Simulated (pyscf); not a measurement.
HO–SiH₂–F (SMILES O[SiH2]F) + HCl (SMILES Cl) → HO–SiH(F)–Cl (SMILES O[SiH](F)Cl) + H₂ (SMILES [H][H]) (four-centre exchange; singlet surface; H–Si, Cl–H broken, Cl–Si, H–H formed). Structures and frequencies: ωB97X-D3(BJ)/def2-SVP in PySCF. Rate constants from transition-state theory, ωB97M-D3(BJ)/def2-TZVP energies (ideal gas, 1 atm, RRHO with modes under 100 cm⁻¹ raised to 100, one conformer, R ln 2 for chiral ones without a mode under 150 cm⁻¹; no tunnelling), k in cm³ molecule⁻¹ s⁻¹.

```
T (K)  1000/T  log10 k
-----  ------  -------
298     3.354   -34.79
600     1.667        ?
900     1.111   -20.25
1200    0.833   -18.31
```

Q: Fit an Arrhenius line to the three values, give the activation energy, and predict k at 600 K.

A: Least squares gives log10 k = -12.94 − 6.52 × 1000/T, so Ea = 6.52 × ln 10 × 1.987 = 29.8 kcal/mol, against an electronic barrier of 27.8. At 600 K the line gives -23.81; the computed value is -23.97 (ΔG‡ = 49.4 kcal/mol), a factor 1.5 under the line, since the plot is curved. On the reactant side the descent ends in a complex (not fully relaxed), 4.1 kcal/mol under the separated species and 31.1 kcal/mol under the saddle at ωB97X-D3(BJ)/def2-TZVP. One saddle was located; it need not be the lowest between these sides.
